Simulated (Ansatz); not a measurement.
in.yaml

```yaml
crystal:
  periodic: [false, false, false]
  atoms:
    - {symbol: C, position_ang: [0.000000, -0.784995, 1.378769]}
    - {symbol: N, position_ang: [0.000000, 0.418069, 1.625258]}
    - {symbol: Ge, position_ang: [0.000000, 0.035580, -0.575618]}
    - {symbol: H, position_ang: [0.000000, 0.980237, 2.468801]}
basis:
  gaussian: {orbitals: cc-pVDZ}
total_charge: 1
magnetization: {spin_polarized: true, initial_magnetization: 3}
correlation: {method: ccsdt_q, electrons: outside_noble_gas}
```

```sh
$ ansatz run in.yaml --threads 1 --pin off --events-out ev --progress --plain --max-ram 2393MiB
```

The program prints:

```
1172 factors; integrals over basis functions are off by at most 1.8e-7 eV
mean field evaluation 1: about -58974.3521 eV, gradient 4.2e1 eV
mean field evaluation 2: about -58974.3550 eV, gradient 4.2e1 eV
mean field evaluation 4: about -58986.4224 eV, gradient 6.0e0 eV
mean field evaluation 8: about -58988.0035 eV, gradient 8.9e-1 eV
mean field evaluation 16: about -58988.0704 eV, gradient 1.0e-1 eV
mean field evaluation 32: about -58986.4187 eV, gradient 6.0e0 eV
mean field evaluation 64: about -58988.0688 eV, gradient 1.1e-5 eV
mean field evaluation 96: about -58988.1421 eV, gradient 5.2e-2 eV
mean field evaluation 128: about -58988.1423 eV, gradient 1.4e-2 eV
mean field evaluation 160: about -58987.5022 eV, gradient 3.7e0 eV
...
cycle  15  -9.82001483 eV  change   -2.2e-5 eV  update   5.5e-5
cycle  16  -9.82007227 eV  change   -5.7e-5 eV  update   3.8e-5
cycle  17  -9.82007200 eV  change    2.7e-7 eV  update   2.5e-5
cycle  18  -9.82006236 eV  change    9.6e-6 eV  update   1.7e-5
cycle  19  -9.82006311 eV  change   -7.6e-7 eV  update   1.1e-5
cycle  20  -9.82005939 eV  change    3.7e-6 eV  update   7.7e-6
cycle  21  -9.82006361 eV  change   -4.2e-6 eV  update   5.3e-6
cycle  22  -9.82007048 eV  change   -6.9e-6 eV  update   3.5e-6
cycle  23  -9.82007076 eV  change   -2.8e-7 eV  update   2.4e-6
cycle  24  -9.82007089 eV  change   -1.4e-7 eV  update   1.4e-6
perturbative correction -0.05919125 eV, -0.0021752385 hartree
Total energy: -58997.94804085 eV, -2168.1346002559 hartree
```

Ran on 1 thread of Arm Neoverse V2, shared host: 1.9 min wall, 0.66 GiB peak host memory.
